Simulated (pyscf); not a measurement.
A first-order saddle from PySCF, ωB97X-D3(BJ)/def2-SVP:

```
Ga
F 1 1.7460
F 1 1.7460 2 120.10
O 1 1.9239 2 111.87 3 140.13
H 4 0.9654 1 119.53 2 -1.81
H 4 1.2283 5 117.09 1 -87.01
O 6 1.2282 4 137.65 5 115.72
H 7 0.9654 6 117.09 4 115.77
```

Surface: singlet, charge 0. Lowest wavenumbers (cm⁻¹): 1051i, 138, 159, 184, 216.

**Question.** Which two sides does it connect, and which bonds change?

**Answer.** HO–Ga(F)–F + water (H₂O) ⇌ water (H₂O) + HO–Ga(F)–F, a four-centre exchange read from left to right: Ga–O, H–O broken and H–O, Ga–O formed. At ωB97M-D3(BJ)/def2-TZVP it lies -52.4 kJ/mol from the left side and -52.4 kJ/mol from the right (each side as separated species at their lowest minima found). On the reactant side the descent ends in an adduct with a Ga–O contact, 105.2 kJ/mol under the separated species and 48.2 kJ/mol under the saddle at ωB97X-D3(BJ)/def2-TZVP. On the product side the descent ends in an adduct with a Ga–O contact, 105.1 kJ/mol under the separated species and 48.2 kJ/mol under the saddle at ωB97X-D3(BJ)/def2-TZVP. At ωB97M-D3(BJ) the saddle lies under the separated reactants, which points to a path from their complex (located at ωB97X-D3(BJ) alone). At ωB97M-D3(BJ) the saddle lies under the separated products, which points to a path from their complex (located at ωB97X-D3(BJ) alone). What is counted as formed (Ga–O) is already present as a longer contact in the reactant adduct; forming that adduct is a step of its own. What is counted as broken (Ga–O) persists as a longer contact in the product adduct; parting that adduct is a step of its own. This is the saddle that the search found; another between the same sides may lie lower. Elements up to Kr have no core potential and no relativistic terms here.
